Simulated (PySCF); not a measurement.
## Ionisation energy of Cl by level of theory

Cl [Ne] 3s2 3p5 (2P) → Cl⁺ [Ne] 3s2 3p4 (3P), as a difference of total energies. Calculation: PySCF 2.14, in cc-pVTZ-DK (5s4p2d1f, 34 functions); the spin-free X2C one-electron Hamiltonian (Gaussian nucleus). Correlated levels: valence: [Ne] frozen. The calculations carry no spin-orbit coupling.

```tsv
method	ionisation energy (eV)
UHF	11.756
PBE	12.947
LDA	13.185
MP2 (valence)	12.694
SCS-MP2 (valence)	12.692
CCSD (valence)	12.658
CCSD(T) (valence)	12.694
```

Errors of the correlated levels include the incompleteness of this basis and the frozen core.

Q: Which method comes closest to the reference value, and which is furthest?

A: The reference is 12.974 eV (measured; NIST levels, between the centres of gravity of the two terms). Closest: PBE (error -0.027 eV); furthest: UHF (error -1.218 eV).
